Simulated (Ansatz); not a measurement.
# C3H5FO2: ranking of conformers from a Python script

The task is a ranking of conformers, for C3H5FO2. SMILES: O=C(O)CCF.

All numbers are computed with the Python package of Ansatz 0.2.0. Level of theory: r2SCAN+D4/def2-SVP.

### 1 Starting point

The script builds its own geometries from the SMILES O=C(O)CCF.

No structure file is read: the coordinates are typed or built in the script.

### 2 The script

Input file c3h5fo2_conformers.py:

```python
"""Conformer energies of C3H5FO2."""

import logging
import sys

import ansatz as az
from rdkit import Chem
from rdkit.Chem import AllChem

logging.basicConfig(stream=sys.stdout, format="%(levelname)s %(message)s")
logger = logging.getLogger("calc")
logger.setLevel(logging.INFO)

rd = Chem.AddHs(Chem.MolFromSmiles("O=C(O)CCF"))
ids = list(AllChem.EmbedMultipleConfs(rd, numConfs=20, randomSeed=931, pruneRmsThresh=0.4))
field = [energy for _, energy in AllChem.MMFFOptimizeMoleculeConfs(rd)]
distinct = {round(e, 2): i for i, e in zip(ids, field)}
chosen = sorted(distinct.items())[:5]
found = []
for force_field, index in chosen:
    c3h5fo2 = az.Crystal.molecule()
    for atom, xyz in zip(rd.GetAtoms(), rd.GetConformer(index).GetPositions()):
        c3h5fo2 = c3h5fo2.atom(atom.GetSymbol(), xyz.round(5).tolist())
    calc = c3h5fo2.calculation().basis(gaussian="def2-SVP").functional("r2scan", dispersion="d4")
    found.append(calc.run().report["free_energy_ev"])
logger.info("conformer   MMFF (kcal/mol)   this level (kcal/mol)")
for (force_field, index), e in zip(chosen, found):
    logger.info(f"{index:9d} {force_field - chosen[0][0]:17.2f} {23.060548 * (e - min(found)):17.3f}")
```

### 3 Launch

Run with:

```sh
$ python c3h5fo2_conformers.py
```

Without the output at hand: what should come out? Wanted: lowest; next above it by.

As calculated:

| quantity | value |
| --- | --- |
| runs compared | 3 |
| lowest | run 1 |
| next above it by | 0.019 eV |

The structures are force-field minima, not relaxed at this level. Of those tried, run 1 is lowest; run 2 lies 0.019 eV above it, too close to rank at these settings. The conformers keep their force-field geometries.
